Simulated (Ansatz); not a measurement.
Predict the output of the script below (the Python package of Ansatz (0.2.0)).

The script, `composite.py`:
```python
import itertools

import ansatz as az
from ase.data import atomic_numbers, covalent_radii
import numpy as np

molecule = (
    az.Crystal.molecule()
    .atom("C", (-0.7447, 0.9566, -0.4271))
    .atom("S", (-0.5306, 0.3975, 1.2561))
    .atom("Al", (0.9013, -1.2355, 0.6403))
    .atom("H", (-1.1455, 0.2043, -1.0732))
    .atom("H", (0.1662, 1.3494, -0.8923))
    .atom("H", (-1.5089, 1.8645, -0.4141))
    .atom("H", (2.5244, -0.9195, 0.5809))
    .atom("H", (0.43, -2.6745, 0.2736))
)

base = (
    molecule.calculation()
    .basis(gaussian="def2-SVP")
    .functional("B3LYP")
)
symbols = [site.symbol for site in molecule.cartesian_sites]
start = np.array([site.position_ang for site in molecule.cartesian_sites], dtype=float)
report = base.relax(force_tolerance=0.01).run(threads=1).report
end = np.array(report["positions_ang"])
radius = [covalent_radii[atomic_numbers[s]] for s in symbols]
span = lambda where, i, j: np.linalg.norm(where[i] - where[j])
bonded = [(i, j) for i, j in itertools.combinations(range(len(symbols)), 2) if min(span(start, i, j), span(end, i, j)) < 1.2 * (radius[i] + radius[j])]
print("pair        before    after (A)")
for i, j in bonded:
    print(f"{symbols[i]}{i}-{symbols[j]}{j}".ljust(10), f"{span(start, i, j):8.4f} {span(end, i, j):8.4f}")
for first, second in list(itertools.combinations(bonded, 2)):
    shared = set(first) & set(second)
    if shared and symbols[(j := shared.pop())] != "H":
        i, k = sorted((set(first) | set(second)) - {j})
        u, v = end[i] - end[j], end[k] - end[j]
        angle = np.degrees(np.arccos(np.clip(u @ v / np.linalg.norm(u) / np.linalg.norm(v), -1, 1)))
        print(f"final angle {symbols[i]}{i}-{symbols[j]}{j}-{symbols[k]}{k}: {angle:.2f} deg")

minimum = az.Crystal.molecule()
for symbol, place in zip(symbols, end):
    minimum = minimum.atom(symbol, place.tolist())
at_minimum = minimum.calculation()
level = lambda method, basis: at_minimum.basis(gaussian=basis).correlation(method).run(threads=1).report
small, large, cluster = level("mp2", "cc-pVDZ"), level("mp2", "cc-pVTZ"), level("ccsd_t", "cc-pVDZ")
corr = lambda each: (each["free_energy_ev"] - each["reference_energy_ev"]) / 27.211386246
mp2_limit = (27 * corr(large) - 8 * corr(small)) / 19
pieces = {"HF / cc-pVTZ": large["reference_energy_ev"] / 27.211386246, "MP2 correlation, DZ-TZ limit": mp2_limit, "CCSD(T) - MP2 / cc-pVDZ": corr(cluster) - corr(small)}
for name, value in pieces.items():
    print(f"{name:32s} {value:14.6f} Ha")
print(f"{'sum':32s} {sum(pieces.values()):14.6f} Ha")
print("T1 diagnostic", round(cluster["correlation"]["coupled_cluster"]["t1_diagnostic"], 4))
```

```console
$ python composite.py
pair        before    after (A)
C0-S1        1.7865   1.8461
C0-H3        1.0696   1.0988
C0-H4        1.0956   1.0988
C0-H5        1.1868   1.0987
S1-Al2       2.2575   2.1832
Al2-H6       1.6546   1.5841
Al2-H7       1.5580   1.5798
final angle S1-C0-H3: 108.66 deg
final angle S1-C0-H4: 112.13 deg
final angle S1-C0-H5: 108.58 deg
final angle C0-S1-Al2: 104.28 deg
final angle H3-C0-H4: 109.19 deg
final angle H3-C0-H5: 109.05 deg
final angle H4-C0-H5: 109.18 deg
final angle S1-Al2-H6: 118.79 deg
final angle S1-Al2-H7: 116.26 deg
final angle H6-Al2-H7: 124.95 deg
HF / cc-pVTZ                        -680.296013 Ha
MP2 correlation, DZ-TZ limit          -0.475107 Ha
CCSD(T) - MP2 / cc-pVDZ               -0.057248 Ha
sum                                 -680.828369 Ha
T1 diagnostic 0.0119
```

What to keep in mind:
- Total energies depend on the basis set; only differences at equal settings carry meaning.
- The sum leaves out core correlation, relativity, the Hartree-Fock basis error and zero-point energy; a DZ-TZ extrapolation is rough.
- b3lyp holds the VWN-RPA fit, as in Gaussian; the form of ORCA and Turbomole is b3lyp5.
- Inner cores stay frozen, so this is valence correlation.
- For Al to Cl the sets with a tight d function, cc-pV(X+d)Z, are usual.
- Finished in 49 s on 1 thread of Arm Neoverse V2, with other jobs on the host, peak memory 0.35 GiB.
